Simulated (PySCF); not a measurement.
## Electric field gradients and quadrupole coupling constants

Compound: trifluoromethoxymethane, C2H3F3O.
Z-matrix (Å and degrees, PBE0-D3(BJ)/def2-SVP geometry), rows numbered from 1:
```
C 
O   1  1.4168
C   2  1.3335  1  116.43
F   3  1.3386  2  112.43  1    59.87
F   3  1.3182  2  108.52  1   179.84
F   3  1.3388  2  112.32  1   -60.14
H   1  1.1007  2  110.93  3    63.71
H   1  1.1006  2  110.98  3   -58.43
H   1  1.0961  2  106.23  3  -177.34
```

Field gradients from the PBE0/pcSseg-1 density (PySCF, non-relativistic), principal values in atomic units, ordered |Vxx| ≤ |Vyy| ≤ |Vzz|:

```tsv
atom	Vxx	Vyy	Vzz
O2	-0.1417	-1.8472	1.9889
```

Task: Find the asymmetry η = (Vxx − Vyy)/Vzz and the couplings χ = eQV/h (234.96 MHz × Q in barn × V in au), with Q(17O) = −0.0256 b.

Result: 
| atom | environment | nucleus | η | χzz (MHz) | χxx (MHz) | χyy (MHz) |
| --- | --- | --- | --- | --- | --- | --- |
| O2 | ether oxygen | 17O | 0.86 | -11.96 | 0.85 | 11.11 |

Task: What is Vzz at O2 in SI units (1 au = 9.71736 × 10²¹ V/m²)?

Result: 1.9889 au = 19.326 × 10²¹ V/m².

Task: And the gradient at the other heavy atoms, for which no coupling is worked out here?

Result: 
```tsv
atom	environment	Vzz (au)	η
C1	methoxy carbon	0.492	0.03
C3	CF3 carbon	-0.186	0.04
F4	fluorine of a CF3 group	2.877	0.04
F5	fluorine of a CF3 group	2.972	0.02
F6	fluorine of a CF3 group	2.877	0.04
```

Task: What couplings would deuterons (Q(2H) = 0.00286 b) have in place of the hydrogens, at this geometry?

Result: 
```
atom  bonded to  bond length (Å)  Vzz (au)     η  χzz (kHz)
  H7         C1            1.101    0.2781  0.09        187
  H8         C1            1.101    0.2778  0.10        187
  H9         C1            1.096    0.2888  0.08        194
```

Isolated species at its PBE0-D3(BJ)/def2-SVP geometry, gas phase. With a basis this small, the couplings can be 20 % off.
